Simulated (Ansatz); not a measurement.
System: bcc W. Method: HSE06 in Ansatz (PAW).

Settings: plane-wave cutoff 460 eV, 14×14×14 k mesh, Fermi–Dirac smearing 0.05 eV, no spin polarisation, scalar-relativistic PAW data made under PBE.

Results at a series of volumes:

```json
[
 {"V (Å³/atom)": "15.036", "E − E_lowest (meV/atom)": "44.78", "P (GPa)": "19.07"},
 {"V (Å³/atom)": "15.431", "E − E_lowest (meV/atom)": "10.54", "P (GPa)": "8.88"},
 {"V (Å³/atom)": "15.782", "E − E_lowest (meV/atom)": "0.00", "P (GPa)": "0.90"},
 {"V (Å³/atom)": "16.223", "E − E_lowest (meV/atom)": "9.93", "P (GPa)": "-7.91"},
 {"V (Å³/atom)": "16.618", "E − E_lowest (meV/atom)": "38.16", "P (GPa)": "-14.80"}
]
```

Question: What bulk modulus B0 and pressure derivative B′ does a third-order Birch–Murnaghan fit give?

Answer: V0 = 15.824 Å³/atom, B0 = 335 GPa, B′ = 4.2 (fit to the energies at full precision).

Measured, for comparison: bulk modulus 312 GPa (zero-point energy and finite temperature contributions removed, our sources range from 300 to 328; as tabulated in doi:10.1021/acs.jctc.3c00612); equilibrium volume per atom 15.78 Å³/atom (static lattice: zero-point anharmonic expansion removed; as tabulated in Mejia-Rodriguez and Trickey (2018), arXiv:1807.09216). Computed (rounded) less measured: bulk modulus +7 % (+2 % to +12 % over the range), equilibrium volume per atom +0.3 %.

Spin–orbit coupling is not included.

Cost on a shared machine: roughly 14 core-minutes.

Ansatz is a program for electronic structure.
